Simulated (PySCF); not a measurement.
# Vertical excitation energies

Species: silanimine, H3NSi.
Numbering: `[NH:1]=[SiH2:2]` (hydrogens: H3 on N1; H4, H5 on Si2)

Computed with TDDFT wB97X-D/def2-SVPD, vertical, gas phase, core orbitals frozen in the response in PySCF. Isolated species at its GFN2-xTB geometry, gas phase.

| state | E (eV) | E (hartree) | f | \|μ\| (D) | symmetry | main configurations (H = HOMO, L = LUMO) |
| --- | --- | --- | --- | --- | --- | --- |
| S1 | 4.19 | 0.1538 | 0.0006 | 0.19 | – | H→L (99%) |
| S2 | 5.41 | 0.1990 | 0.077 | 1.94 | A′ | H-1→L (82%), H→L+1 (13%) |
| S3 | 6.64 | 0.2441 | 0.114 | 2.12 | A″ | H-1→L+1 (94%) |
| S4 | 6.71 | 0.2465 | 0.146 | 2.39 | A′ | H→L+1 (83%), H-1→L (11%) |
| S5 | 7.09 | 0.2606 | 0.0002 | 0.09 | – | H-2→L (99%) |
| S6 | 7.64 | 0.2806 | 0.041 | 1.19 | A′ | H→L+2 (66%), H→L+3 (30%) |
| S7 | 7.67 | 0.2820 | 0.0017 | 0.24 | – | H-1→L+2 (71%), H-1→L+3 (25%) |
| S8 | 8.20 | 0.3013 | 0.017 | 0.75 | A′ | H→L+3 (66%), H→L+2 (28%) |

Triplets (Tamm–Dancoff): T1 3.37 eV, H-1→L (97%); T2 3.72 eV, H→L (98%); T3 5.92 eV, H→L+1 (88%).

The lowest singlet lies at 4.19 eV (296 nm, ultraviolet) and is very weak; its leading configuration is HOMO→LUMO (99%). The strongest level in the table is S4 at 6.71 eV (185 nm, f = 0.146). Löwdin shares by element: HOMO nitrogen 68%, silicon 17%, hydrogen 13% or more; LUMO silicon 53%, nitrogen 24%, hydrogen 22% or more. The oscillator strengths of these states sum to 0.398; summed over the whole spectrum of an exact calculation they would give the number of electrons, 24 (Thomas–Reiche–Kuhn). Orbital energies (eV): HOMO-3 -14.06, HOMO-2 -12.42, HOMO-1 -9.66, HOMO -9.47, LUMO 0.05, LUMO+1 1.84, LUMO+2 2.36. The listed states span 4.01 eV. Symmetry labels in Cs follow from the direction of the transition dipole and are given only for states with f of 0.002 or more. Only the lowest 8 singlets were computed, as vertical energies without vibronic structure.
